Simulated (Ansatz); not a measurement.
Relaxation of C3H8O3 (14 atoms, charge 0, multiplicity 1), to a largest force component of 0.02 eV/Å in at most 40 steps.

Theory: UKS PBE/STO-3G in Ansatz.

```xyz
14
Properties=species:S:1:pos:R:3
C -2.177 -0.548 0.126
O -1.272 -0.699 1.144
C 0.033 -0.582 0.641
O 0.424 0.763 0.255
C 1.705 0.894 -0.138
O 1.941 0.275 -1.357
H -2.134 0.511 -0.290
H -2.051 -1.224 -0.689
H -3.218 -0.621 0.586
H 0.219 -1.281 -0.153
H 0.719 -0.871 1.499
H 2.396 0.502 0.658
H 1.874 1.995 -0.243
H 1.528 0.857 -2.009
```

Question: Where does it end, and by what steps?

Answer: The run converged. Limits of this set-up: minimal basis. After 12 steps the energy has fallen by 1.339 eV; H14 moved furthest, 0.62 Å.

| step | energy less start (eV) | largest force component (eV/Å) | accepted |
| --- | --- | --- | --- |
| 0 | 0.0000 | 6.550 | yes |
| 1 | -1.1707 | 1.924 | yes |
| 2 | -1.3191 | 0.450 | yes |
| 3 | -1.3297 | 0.101 | yes |
| 4 | -1.3302 | 0.107 | yes |
| 5 | -1.3322 | 0.051 | yes |
| 6 | -1.3342 | 0.110 | yes |
| 7 | -1.3354 | 0.182 | yes |
| 8 | -1.3368 | 0.111 | yes |
| 9 | -1.3384 | 0.045 | yes |
| 10 | -1.3390 | 0.048 | yes |
| 11 | -1.3392 | 0.035 | yes |
| 12 | -1.3393 | 0.008 | yes |

```xyz
14
Properties=species:S:1:pos:R:3
C -2.078 -0.468 -0.022
O -1.302 -0.742 1.210
C 0.113 -0.591 0.874
O 0.402 0.853 0.596
C 1.680 0.895 -0.154
O 1.633 0.213 -1.456
H -1.910 0.567 -0.405
H -1.836 -1.191 -0.841
H -3.149 -0.581 0.254
H 0.423 -1.205 -0.024
H 0.673 -0.945 1.785
H 2.520 0.389 0.398
H 1.904 1.996 -0.237
H 0.914 0.781 -1.947
```

Whether the end is a true minimum wasn't checked by a vibrational analysis.

The run took 24 s on 1 thread of AMD EPYC 9R45 96-Core Processor (Zen 5) (shared host), peak memory 0.16 GiB.
